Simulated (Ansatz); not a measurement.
What does this script print? It uses Ansatz's Python interface.

`run_composite.py`:
```python
import itertools

import ansatz as az
from ase.data import atomic_numbers, covalent_radii
import numpy as np

geometry_ang = [
    ("C", [-0.47795, -0.13864, -0.28538]),
    ("N", [0.79675, 0.39012, 0.16831]),
    ("H", [-0.97622, -0.8034, 0.43479]),
    ("H", [-0.31409, -0.69304, -1.20862]),
    ("H", [-1.1434, 0.69682, -0.49888]),
    ("H", [1.44208, -0.36858, 0.36324]),
    ("H", [0.67283, 0.91672, 1.02653]),
]
system = az.Crystal.molecule()
for symbol, xyz in geometry_ang:
    system = system.atom(symbol, xyz)

job = (
    system.calculation()
    .basis(gaussian="def2-SVP")
    .functional("b3lyp")
)
symbols = [site.symbol for site in system.cartesian_sites]
start = np.array([site.position_ang for site in system.cartesian_sites], dtype=float)
rep = job.relax(force_tolerance=0.01).run(threads=1).report
end = np.array(rep["positions_ang"])
radius = [covalent_radii[atomic_numbers[s]] for s in symbols]
span = lambda where, i, j: np.linalg.norm(where[i] - where[j])
bonded = [(i, j) for i, j in itertools.combinations(range(len(symbols)), 2) if min(span(start, i, j), span(end, i, j)) < 1.2 * (radius[i] + radius[j])]
print("pair        before    after (A)")
for i, j in bonded:
    print(f"{symbols[i]}{i}-{symbols[j]}{j}".ljust(10), f"{span(start, i, j):8.4f} {span(end, i, j):8.4f}")

minimum = az.Crystal.molecule()
for symbol, place in zip(symbols, end):
    minimum = minimum.atom(symbol, place.tolist())
at_minimum = minimum.calculation()
level = lambda method, basis: at_minimum.basis(gaussian=basis).correlation(method).run(threads=1).report
small, large, cluster = level("mp2", "cc-pVDZ"), level("mp2", "cc-pVTZ"), level("ccsd_t", "cc-pVDZ")
corr = lambda each: (each["free_energy_ev"] - each["reference_energy_ev"]) / 27.211386246
mp2_limit = (27 * corr(large) - 8 * corr(small)) / 19
pieces = {"HF / cc-pVTZ": large["reference_energy_ev"] / 27.211386246, "MP2 correlation, DZ-TZ limit": mp2_limit, "CCSD(T) - MP2 / cc-pVDZ": corr(cluster) - corr(small)}
for name, value in pieces.items():
    print(f"{name:32s} {value:14.6f} Ha")
print(f"{'sum':32s} {sum(pieces.values()):14.6f} Ha")
print("T1 diagnostic", round(cluster["correlation"]["coupled_cluster"]["t1_diagnostic"], 4))
```

```console
$ python run_composite.py
pair        before    after (A)
C0-N1        1.4527   1.4563
C0-H2        1.0995   1.1118
C0-H3        1.0893   1.1026
C0-H4        1.0892   1.1026
N1-H5        1.0149   1.0204
N1-H6        1.0145   1.0204
HF / cc-pVTZ                         -95.251969 Ha
MP2 correlation, DZ-TZ limit          -0.438255 Ha
CCSD(T) - MP2 / cc-pVDZ               -0.039229 Ha
sum                                  -95.729453 Ha
T1 diagnostic 0.0065
```

Reading the output:
- Total energies depend on the basis set; only differences at equal settings carry meaning.
- The sum leaves out core correlation, relativity, the Hartree-Fock basis error and zero-point energy; a DZ-TZ extrapolation is rough.
- b3lyp holds the VWN-RPA fit, as in Gaussian; the form of ORCA and Turbomole is b3lyp5.
- Inner cores stay frozen, so this is valence correlation.
- It ran for 7.9 s on 1 thread of Arm Neoverse V1, with other jobs on the host, peak memory 0.24 GiB.
